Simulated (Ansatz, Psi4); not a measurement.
Worked example: the enthalpy of formation of ClF (chlorine monofluoride)

The species is ClF (2 atoms), meant as a singlet with charge 0. As SMILES, `FCl`. The coordinates come from a PBE0-D4/def2-TZVP relaxation.

```xyz
2

F     0.0000    0.0000    0.0313
Cl    0.0000    0.0000    1.6510
```

Total energies at CC3/cc-pVTZ, 6 core orbitals frozen (Psi4 1.11); the atoms run unrestricted:

```tsv
species	state	energy (Eh)
ClF	singlet	-559.380296
F	doublet	-99.620458
Cl	doublet	-459.671879
```

Harmonic wavenumbers at PBE0-D4/def2-TZVP, in cm⁻¹: 824.

Measured heats of formation of the gaseous atoms at 298.15 K, in kJ/mol: F 79.4, Cl 121.3. Spin-orbit lowering of the atoms at 298 K (mean of the ground term's levels less their thermal mean, from spectra), in kJ/mol: F 1.29, Cl 3.44. Take 1 Eh = 2625.50 kJ/mol, 1 cm⁻¹ = 0.0119627 kJ/mol, RT = 2.479 kJ/mol.

Question: What heat of formation follows?

Answer: 
1. Electronic atomisation energy: (-99.620458) + (-459.671879) − (-559.380296) = 0.087959 Eh = 230.9 kJ/mol.
2. Zero-point energy: half the sum of the wavenumbers, 412 cm⁻¹ = 4.9 kJ/mol.
3. Thermal vibrational enthalpy, Σ hcν̃/(exp(hcν̃/kT) − 1): 0.2 kJ/mol. Translation, rotation and pV of a linear molecule: 3.5 RT = 8.7 kJ/mol.
4. The 2 free atoms carry 5/2 RT each: 12.4 kJ/mol.
5. Spin-orbit coupling lowers the free atoms by 1.29 + 3.44 = 4.7 kJ/mol.
6. Atomisation enthalpy at 298 K: 230.9 − 4.7 − 4.9 − 0.2 − 8.7 + 12.4 = 224.8 kJ/mol.
7. Sum of the atoms' heats of formation: 200.7 kJ/mol. Heat of formation: 200.7 − 224.8 = -24.1 kJ/mol.

The tabulated value is -55.7 kJ/mol (Active Thermochemical Tables), so this level is off by +31.6 kJ/mol, or 12.3 % of the atomisation enthalpy that the table implies (256.4 kJ/mol). Coupled cluster needs large bases for atomisation: in a finite one the molecule is underbound. Anharmonicity and any spin-orbit splitting of the molecule are left out, and so is core correlation.
